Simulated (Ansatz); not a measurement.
**BHO (singlet): the correlation ladder at scale of all distances = 1.131, 6-31G**

Aim: climb from Hartree-Fock through coupled cluster and multireference methods for BHO (singlet) at one geometry and basis, and see what each rung misses.

Program: Ansatz 0.2.0, Gaussian basis. Level of theory: 6-31G, core rule «outside noble gas», up to 2 orbitals frozen. These are calculated values, not measurements.

To be run: UHF; CCSD(T) on RHF; BCCD(T) on RHF; CISD; CCSDT(Q) on RHF; CISDTQ; CCSDTQ on RHF; CASSCF and MRCISD+Q, 2 electrons in 2 orbitals; CASSCF and NEVPT2, 2 electrons in 2 orbitals; CASSCF and MRCISD+Q, 10 electrons in 9 orbitals; CASSCF and MRCISD+Q(relaxed), 10 electrons in 9 orbitals; CASSCF and NEVPT2, 10 electrons in 9 orbitals; Full CI.

20 further runs of the same task are left out: 2 for a mislabelled method, 4 for a known fault of the program, 10 that didn't finish, 4 set aside as unsound or not needed.

### 1 The system

The geometry derives from a PBE0/def2-TZVP stationary point (not a proven minimum). All distances are scaled together.

3 atoms, charge 0, spin multiplicity 1.

Atoms are counted from 1 here; the program's logs count them from 0.

Bond lengths: B1–O2 1.355 Å, B1–H3 1.326 Å. Angles: O2–B1–H3 180.0°.

Geometry (Å):

```xyz
3
charge 0, multiplicity 1
B     0.0000    0.0000    0.0095
O     0.0000    0.0000   -1.3454
H     0.0000    0.0000    1.3359
```

### 2 UHF

The input, in.yaml:

```yaml
crystal:
  periodic: [false, false, false]
  atoms:
    - {symbol: B, position_ang: [0.000000, 0.000000, 0.009521]}
    - {symbol: O, position_ang: [0.000000, 0.000000, -1.345373]}
    - {symbol: H, position_ang: [0.000000, 0.000000, 1.335852]}
basis:
  gaussian: {orbitals: 6-31G}
magnetization: {spin_polarized: true, initial_magnetization: 0}
hamiltonian: {xc: hf}
output: {orbitals: {seedname: orbitals}}
```

The run is started by

```sh
$ ansatz run in.yaml --threads 1 --pin off --events-out ev --progress --plain --max-ram 2393MiB
```

The runs that follow: CCSD(T) on RHF; BCCD(T) on RHF; CISD; CCSDT(Q) on RHF; CISDTQ; CCSDTQ on RHF; CASSCF and MRCISD+Q, 2 electrons in 2 orbitals; CASSCF and NEVPT2, 2 electrons in 2 orbitals; CASSCF and MRCISD+Q, 10 electrons in 9 orbitals; CASSCF and MRCISD+Q(relaxed), 10 electrons in 9 orbitals; CASSCF and NEVPT2, 10 electrons in 9 orbitals; Full CI.

Q: Predict the results of all the runs planned. Wanted: FCI below the RHF energy; RMP2 from FCI; RCCSD from FCI; RCCSD(T) from FCI; RCCSDT(Q) from FCI; NEVPT2 pair from FCI; MRCISD+Q pair from FCI; NEVPT2 valence from FCI; T1 diagnostic.

**Answer**, as computed:

```
                         quantity                                                                                       value
         FCI below the RHF energy                                                                                  -6.0571 eV
                    RMP2 from FCI                                                                                  +243.3 meV
                   RCCSD from FCI                                                                                  +317.8 meV
                RCCSD(T) from FCI                                                                                   +40.0 meV
               RCCSDT(Q) from FCI                                                                                    -9.3 meV
             NEVPT2 pair from FCI                                                                                  +346.2 meV
           MRCISD+Q pair from FCI                                                                                  +157.4 meV
          NEVPT2 valence from FCI                                                                                  +414.7 meV
levels within 1 kcal/mol (43 meV)  RCCSD(T), BCCD(T), RCCSDT, RCCSDT(Q), RCCSDTQ, MRCISD+Q valence, MRCISD+Q(relaxed) valence
                    T1 diagnostic                                                                                       0.035
   effectively unpaired electrons                                                                                        0.11
```

In words: RCCSD(T) lands +40.0 meV from the yardstick (0.7 % of the correlation energy). RCCSDT(Q), RCCSDTQ fall below full CI, which methods that aren't variational can do. One determinant dominates. Of the multireference levels listed MRCISD+Q(relaxed) valence comes nearest in total energy (-0.1 meV), which doesn't show that its space is the better one. These misses are within one basis, not against nature.
